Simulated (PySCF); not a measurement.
## SOF₂: calculation against measurement

Isolated SOF₂, optimised in PySCF with density fitting and no spin–orbit coupling; def2 sets carry scalar-relativistic core potentials from Rb on. All levels below give a singlet of Cs symmetry: PBE0/def2-TZVP S–F 1.588 Å (×2), S–O 1.419 Å, F–S–F 93.0°, F–S–O 106.5° (×2); B3LYP/def2-TZVP S–F 1.606 Å (×2), S–O 1.424 Å, F–S–F 93.1°, F–S–O 106.5° (×2).

Counting electrons, sulfur keeps 2 of its valence electrons outside its bonds, so the VSEPR class is AX3E1 and the expected shape is trigonal pyramidal; with unlike ligands the computed point group is Cs.

Problem. The measured mean polarisability is 3.927 Å³ (NIST CCCBDB Release 22 (SRD 101), experimental polarizabilities). What do the calculations give?

Solution. PBE0/def2-TZVP 3.31 Å³, B3LYP/def2-TZVP 3.37 Å³. Basis sets without diffuse functions underestimate polarisabilities.
